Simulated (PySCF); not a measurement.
Cartesian coordinates (Å):
SMILES: [Cl]
```xyz
1

Cl     0.0000     0.0000     0.0000
```
Charge 0, spin multiplicity 2.

Question: What is the computed dipole moment, highest occupied spin orbital and total energy (TPSSh-D3(BJ)/def2-TZVP (PySCF 2.14.0))?

Answer: 
The dipole moment is 0.00 D and the highest occupied spin orbital comes out as -8.78 eV. The total energy is -460.1642 Ha.
